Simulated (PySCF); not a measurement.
A PySCF script (with the pyscf-properties extension) for the NMR shieldings of SMILES CCS(C)(=O)=O, C₃H₈O₂S, on a GFN2-xTB geometry:

```python
import basis_set_exchange as bse
import numpy as np
from pyscf import gto, dft
from pyscf.prop import nmr

atoms = """
C     1.479251    0.711033    0.446821
C     0.977209   -0.664539    0.076829
S    -0.557492   -0.516691   -0.895269
C    -1.772938    0.201040    0.250252
O    -0.339920    0.421777   -1.961647
O    -0.999415   -1.838899   -1.245017
H     2.502629    0.667279    0.813380
H     0.860703    1.161032    1.219547
H     1.452570    1.343703   -0.437631
H     0.746739   -1.291392    0.933019
H     1.669792   -1.187062   -0.578165
H    -2.732087    0.176972   -0.251794
H    -1.485012    1.221559    0.462405
H    -1.802708   -0.406284    1.145104
"""
names = dict.fromkeys(["C", "S", "O", "H"], "pcSseg-1")
basis = {el: gto.basis.parse(bse.get_basis(n, elements=[el], fmt="nwchem")) for el, n in names.items()}
mol = gto.M(atom=atoms, basis=basis, charge=0, verbose=0)
mf = dft.RKS(mol, xc="PBE0")
mf.grids.level = 2
mf.grids.alignment = dft.numint.BLKSIZE   # the property module wants whole blocks of grid points
mf.conv_tol = 1e-9
mf.kernel()

calc = nmr.RKS(mf)   # GIAO
C = mf.mo_coeff
Co = C[:, mf.mo_occ > 0]
resp = mf.gen_response(singlet=True, hermi=2)
def vind(x):   # induced exchange potential for any number of trial vectors
    d = np.einsum("pi,xij,qj->xpq", C, 2 * x.reshape(-1, C.shape[1], Co.shape[1]), Co, optimize=True)
    return np.einsum("xpq,pi,qj->xij", resp(d - d.transpose(0, 2, 1)), C, Co, optimize=True).ravel()
mo1, _ = nmr.rhf.solve_mo1(calc, with_cphf=vind)
sigma = calc.kernel(mo1)
for i, s in enumerate(sigma):   # ppm
    w = np.linalg.eigvalsh((s + s.T) / 2)
    print("%2d %-2s iso %8.1f  s11 %8.1f  s22 %8.1f  s33 %8.1f" % (i, mol.atom_pure_symbol(i), w.mean(), *w))
```

Question: Give the expected output.

Answer: 
```
 0 C  iso    176.4  s11    166.5  s22    175.1  s33    187.7
 1 C  iso    129.8  s11    102.2  s22    114.1  s33    173.1
 2 S  iso    199.2  s11     44.7  s22    191.6  s33    361.3
 3 C  iso    142.9  s11    115.1  s22    124.4  s33    189.1
 4 O  iso    129.8  s11     61.6  s22    133.4  s33    194.5
 5 O  iso    120.9  s11     73.7  s22    105.5  s33    183.6
 6 H  iso     30.3  s11     25.8  s22     27.3  s33     38.0
 7 H  iso     30.8  s11     26.5  s22     29.6  s33     36.2
 8 H  iso     29.9  s11     25.4  s22     29.6  s33     34.9
 9 H  iso     29.0  s11     25.9  s22     28.6  s33     32.6
10 H  iso     29.0  s11     25.1  s22     28.6  s33     33.3
11 H  iso     28.9  s11     26.6  s22     26.7  s33     33.5
12 H  iso     29.2  s11     25.5  s22     28.6  s33     33.3
13 H  iso     29.6  s11     26.7  s22     27.4  s33     34.6
```

These numbers come from an equivalent density-fitted implementation of the same equations, which agrees with the script to about 0.01 ppm for H and up to a few tenths of a ppm for heavy atoms, so last digits may differ.

Question: Turn these shieldings into chemical shifts. Referencing at the same level of theory: $^{13}$C (σref 186.93) and $^{1}$H (σref 31.72) vs TMS; $^{33}$S (σref 503.73) against CS2; $^{17}$O (σref 336.08) vs H2O.

Answer: Averaging equivalent atoms: C 1: 57.1; C 3: 44.0; C 0: 10.5; S 2: 305; O 4/5: 210.7; H 9/10: 2.69; H 11/12/13: 2.50; H 6/7/8: 1.37 ppm. Experimental scales use liquid or dissolved standards, which lie at an offset from isolated H2O (liquid H2O: subtract about 36 ppm).

Size and cost of the density-fitted run: 149 basis functions, 13 s wall time on 1 thread of an x86-64 server CPU, shared host.
